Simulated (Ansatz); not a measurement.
The input, for Ansatz 0.2.0:

```yaml
crystal:
  periodic: [false, false, false]
  atoms:
    - {symbol: C, position_ang: [0.000000, 0.000000, 0.000000]}
    - {symbol: Ga, position_ang: [0.000000, 0.000000, 2.001600]}
basis:
  gaussian: {orbitals: cc-pVDZ}
magnetization: {spin_polarized: false, initial_magnetization: 3}
hamiltonian: {xc: r2scan}
correlation: {method: fic_mrcisd_q, electrons: outside_noble_gas, active_space: {window: {electrons: 5, orbitals: 5}}}
```

```sh
$ ansatz run in.yaml --threads 1 --pin off --events-out ev --progress --plain --max-ram 2393MiB
```

Question: One thing in this input was set wrong on purpose, beside settings that are merely unusual. What is the gravest fault, and what does the program do?

Answer: Active space on a functional. How the run ends: refused.
```
Error: invalid value for `correlation.active_space`: it starts from restricted Hartree–Fock orbitals; set hamiltonian.xc: hf without magnetization.spin_polarized
```
